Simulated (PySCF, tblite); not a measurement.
Isomers of C5H5 (doublet state). Calculated harmonic vibrations of the isolated species, GFN2-xTB (tblite), most abundant isotopes, no scaling. Errors from tens to a few hundred cm⁻¹ against measured bands are possible. One conformer each. Open shells enter through the occupations alone, without spin polarisation, and single modes of such species can be off by tens of per cent.

Electronic energies: B3LYP/pcH-1 single points on the GFN2-xTB geometries (PySCF, gas phase).

| SMILES | electronic energy, lowest = 0 (kcal/mol) |
| --- | --- |
| C/C=C1[C]=C/1 | 51.0 |
| C#C/C=C/[CH2] | 0.0 |
| C#C[C]1CC1 | 25.8 |

Question: How do GFN2-xTB zero-point energies change the relative energies?

Answer: 
```json
{"SMILES": "C#C/C=C/[CH2]", "ZPE (kcal/mol)": "46.4", "of it from modes above 1550 cm⁻¹": "25.6", "electronic (kcal/mol)": "0.0", "with ZPE, lowest = 0 (kcal/mol)": "0.0", "lowest mode (cm⁻¹)": "143", "rings": "0"}
{"SMILES": "C#C[C]1CC1", "ZPE (kcal/mol)": "46.8", "of it from modes above 1550 cm⁻¹": "27.5", "electronic (kcal/mol)": "25.8", "with ZPE, lowest = 0 (kcal/mol)": "26.1", "lowest mode (cm⁻¹)": "96", "rings": "1"}
{"SMILES": "C/C=C1[C]=C/1", "ZPE (kcal/mol)": "46.4", "of it from modes above 1550 cm⁻¹": "24.4", "electronic (kcal/mol)": "51.0", "with ZPE, lowest = 0 (kcal/mol)": "51.0", "lowest mode (cm⁻¹)": "117", "rings": "1"}
```

The zero-point energies span 0.4 kcal/mol, from `C/C=C1[C]=C/1` to `C#C[C]1CC1`. The order is unchanged.

Question: And how do the electronic energies of GFN2-xTB itself compare?

Answer: `C#C/C=C/[CH2]` 0.0; `C#C[C]1CC1` 11.8; `C/C=C1[C]=C/1` 45.5 kcal/mol, lowest = 0. Against the energies above, taken from the same isomer `C#C/C=C/[CH2]`, the largest difference is 14.0 kcal/mol.

Question: What do entropy and thermal enthalpy add at 298.15 K and 1 bar (rigid rotor, harmonic oscillator, one conformer each)?

Answer: 
| SMILES | point group | symmetry number | S (cal/(mol K)) | H − H(0) (kcal/mol) | ZPE + H − H(0) − TS (kcal/mol) |
| --- | --- | --- | --- | --- | --- |
| C#C/C=C/[CH2] | Cs | 1 | 75.2 | 4.30 | 28.3 |
| C#C[C]1CC1 | C2v | 2 | 74.4 | 4.25 | 28.9 |
| C/C=C1[C]=C/1 | C1 | 1 | 75.4 | 4.22 | 28.1 |

S holds R ln(2S + 1) for the spin.
